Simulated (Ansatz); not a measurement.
Mulliken charges of C₃H₆F (`[CH2]C(C)F`) radical from B3LYP/def2-TZVPP in Ansatz (PBE0-D4/def2-TZVP geometry).

```tsv
atom	x (Å)	y (Å)	z (Å)	charge (e)
C1	-1.092	0.803	-0.313	-0.267
C2	0.140	0.023	-0.534	0.213
C3	0.713	-0.592	0.723	-0.232
F4	-0.123	-0.996	-1.452	-0.255
H5	-1.812	0.904	-1.115	0.124
H6	-1.221	1.380	0.593	0.106
H7	0.909	0.652	-1.013	0.056
H8	-0.019	-1.254	1.189	0.089
H9	0.977	0.193	1.436	0.073
H10	1.611	-1.164	0.489	0.093
```

By hand: the dipole of these point charges (1 e Å = 4.8032 D).

Σ q r = (0.104, 0.271, 0.296) e Å, of length 0.415 e Å = 1.99 D.

How does the dipole of the full density compare? (Estimate.)

Ansatz gave: (0.096, 0.273, 0.269) e Å, 1.90 D; the point charges give 1.05 times that, at 3° from its direction.

Point charges leave out the atoms' own dipoles, such as those of lone pairs, and Mulliken's split depends on the basis, so the close match here is no proof of good charges.

B3LYP here is the variant with VWN-RPA as its local correlation; programs differ in this.
